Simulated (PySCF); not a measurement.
# Partial charges of difluorosilane

Species: difluorosilane, F₂H₂Si.
Atom-mapped SMILES: `[F:1][SiH2:2][F:3]` (hydrogens: H4, H5 on Si2)

Geometry (GFN2-xTB, Å), atoms numbered from 1 in this order:
```
atom  x, y, z in Å
F1    -1.2039   -0.9315   -0.1024
Si2   -0.0034    0.1111    0.0112
F3     1.2874   -0.8123   -0.1363
H4    -0.0109    0.6536    1.3480
H5    -0.0605    0.9820   -1.1377
```

Density: PBE0/pcSseg-1 (PySCF); schemes: Mulliken, IAO, Hirshfeld and ESP-fitted. Isolated species at its GFN2-xTB geometry, gas phase.

Question: Which atoms carry the lowest charge in the Mulliken, IAO, Hirshfeld and ESP-fitted schemes?

Answer: All schemes agree: Mulliken F1 and F3 (-0.421); IAO F1 and F3 (-0.531); Hirshfeld F1 and F3 (-0.202); ESP-fitted F1 and F3 (-0.310).

Question: For which atoms does the sign change between the 4 schemes (beyond +0.03 e in one, beyond −0.03 e in another)?

Answer: For none.

Question: Give the atomic charges in each scheme.

Answer: In e:

```
atom             environment  Mulliken     IAO  Hirshfeld  ESP-fitted
  F1  silicon-bound fluorine    -0.421  -0.531     -0.202      -0.310
 Si2  fluorine-bound silicon    +1.126  +1.382     +0.528      +0.850
  F3  silicon-bound fluorine    -0.421  -0.531     -0.202      -0.310
  H4           Si–H hydrogen    -0.142  -0.160     -0.062      -0.115
  H5           Si–H hydrogen    -0.142  -0.160     -0.062      -0.115
```

Mean size of the charges over all atoms: IAO 0.553 e, Mulliken 0.450 e, ESP-fitted 0.340 e, Hirshfeld 0.211 e. Each set sums to the total charge, 0, to within 0.001 e. The Hirshfeld scheme divides the density at each point in proportion to the densities of the neutral, spherically averaged free atoms.

Question: How many electrons does the ESP-fitted scheme count on F3?

Answer: Z − q = 9 − (-0.310) = 9.310.

Question: Sum the charges by element, for elements with more than one atom.

Answer: 
```csv
element,atoms,Mulliken,IAO,Hirshfeld,ESP-fitted
F,2,-0.841,-1.062,-0.404,-0.620
H,2,-0.284,-0.320,-0.123,-0.230
```

The run behind these numbers computed NMR shieldings as well. Time: 2.1 s. Hardware: one thread of an Arm Neoverse V2, shared host.
